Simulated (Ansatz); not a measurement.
Relaxation of H₈SSi₂ (11 atoms, charge 0, multiplicity 1), to a largest force component of 0.03 eV/Å in at most 50 steps.

The calculation used RKS PBE-D4/def2-SVP (Ansatz 0.2.0).

```xyz
11
Properties=species:S:1:pos:R:3
Si -0.458 0.147 -0.463
Si -0.252 -0.198 2.951
H -0.739 -0.375 4.371
H 1.067 -0.916 2.816
H -0.057 1.267 2.691
H 0.532 0.258 0.664
H -0.138 1.227 -1.462
H -0.305 -1.213 -1.089
S -2.518 0.485 0.094
H -2.749 -0.803 0.461
H -1.262 -0.752 2.028
```

Question: Where does it end, and by what steps?

Answer: The run converged. The force dipped under the threshold on the way, but the program's further checks kept it going. After 17 steps the energy has fallen by 0.245 eV; H11 moved furthest, 0.76 Å.

```
step  energy less start (eV)  largest force component (eV/Å)  accepted
   0                  0.0000                           0.769       yes
   1                 -0.1641                           0.145       yes
   2                 -0.2199                           0.133       yes
   3                 -0.2154                           0.410        no
   4                 -0.2298                           0.047       yes
   5                 -0.2318                           0.115       yes
   6                 -0.2357                           0.024       yes
   7                 -0.2369                           0.169       yes
   8                 -0.2389                           0.060       yes
   9                 -0.2412                           0.012       yes
  10                 -0.2403                           0.203        no
  11                 -0.2428                           0.050       yes
  12                 -0.2425                           0.118        no
  13                 -0.2438                           0.030       yes
  14                 -0.2441                           0.038       yes
  15                 -0.2444                           0.048       yes
  16                 -0.2445                           0.031       yes
  17                 -0.2447                           0.004       yes
```

```xyz
11
Properties=species:S:1:pos:R:3
Si -0.467 0.129 -0.833
Si -0.276 -0.298 3.278
H -0.662 -0.476 4.720
H 1.205 -0.503 3.127
H -0.658 1.077 2.814
H 0.540 0.106 0.287
H -0.058 1.152 -1.852
H -0.505 -1.235 -1.466
S -2.418 0.772 -0.161
H -2.578 -0.274 0.699
H -1.003 -1.323 2.449
```

Run time: 24 s on 2 threads of Arm Neoverse V2, with other jobs on the host, peak memory 0.13 GiB.
